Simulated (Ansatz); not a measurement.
Mulliken charges of `S[Si]S` from ωB97M-V/def2-TZVPP in Ansatz (PBE0-D4/def2-TZVP geometry).

| atom | x (Å) | y (Å) | z (Å) | charge (e) |
| --- | --- | --- | --- | --- |
| S1 | -0.641 | -1.024 | -0.541 | -0.224 |
| Si2 | -0.655 | 0.969 | 0.238 | 0.215 |
| S3 | 1.427 | 1.117 | 0.734 | -0.228 |
| H4 | -1.955 | -1.042 | -0.825 | 0.121 |
| H5 | 1.874 | -0.094 | 0.353 | 0.116 |

Problem. By hand: the dipole of these point charges (1 e Å = 4.8032 D).

Solution. Σ q r = (-0.342, 0.046, -0.054) e Å, of length 0.349 e Å = 1.68 D.

Problem. How does the dipole of the full density compare? (An estimate is asked.)

Solution. The calculation gave: (-0.170, -0.108, -0.078) e Å, 1.04 D; the point charges give 1.62 times that, at 40° from its direction.

Point charges leave out the atoms' own dipoles, such as those of lone pairs, and Mulliken's split depends on the basis, so the two needn't agree.
